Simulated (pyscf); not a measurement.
A first-order saddle from PySCF, ωB97X-D3(BJ)/def2-SVP:

```
Nb
Cl 1 2.2459
Cl 1 2.2617 2 102.74
Cl 1 2.2932 2 94.44 3 -98.55
Cl 1 2.2991 2 94.20 4 -163.49
S 1 2.5459 2 102.92 5 84.67
H 6 1.3477 1 99.47 2 -90.54
H 6 1.6995 7 94.09 5 68.83
Cl 8 1.4974 6 148.04 7 -94.46
```

Surface: singlet, charge 0. Lowest wavenumbers (cm⁻¹): 701i, 72, 97, 113, 146.

Problem. What reaction is this the transition state of?

Solution. Cl–Nb(Cl)(Cl)(Cl)–Cl (SMILES [Cl][Nb]([Cl])([Cl])([Cl])[Cl]) + H₂S (SMILES S) <-> HCl (SMILES Cl) + HS–Nb(Cl)(Cl)(Cl)–Cl (SMILES [SH][Nb]([Cl])([Cl])([Cl])[Cl]), a four-centre exchange read from left to right: Cl–Nb, H–S broken and Cl–H, Nb–S formed. At ωB97M-D3(BJ)/def2-TZVP it lies +0.39 eV from the left side and +0.20 eV from the right (each side as separated species at their lowest minima found). On the reactant side the descent ends in an adduct with a Nb–S contact, 0.72 eV under the separated species and 0.86 eV under the saddle at ωB97X-D3(BJ)/def2-TZVP. On the product side the descent ends in an adduct with a Cl–Nb contact, 0.16 eV under the separated species and 0.18 eV under the saddle at ωB97X-D3(BJ)/def2-TZVP. What is counted as formed (Nb–S) is already present as a longer contact in the reactant adduct; forming that adduct is a step of its own. What is counted as broken (Cl–Nb) persists as a longer contact in the product adduct; parting that adduct is a step of its own. At ωB97X-D3(BJ)/def2-TZVP the barrier from the zero used here is 0.14 eV. This is the saddle that the search found; another between the same sides may lie lower. Elements past Kr carry the def2 core potentials, without spin-orbit coupling.
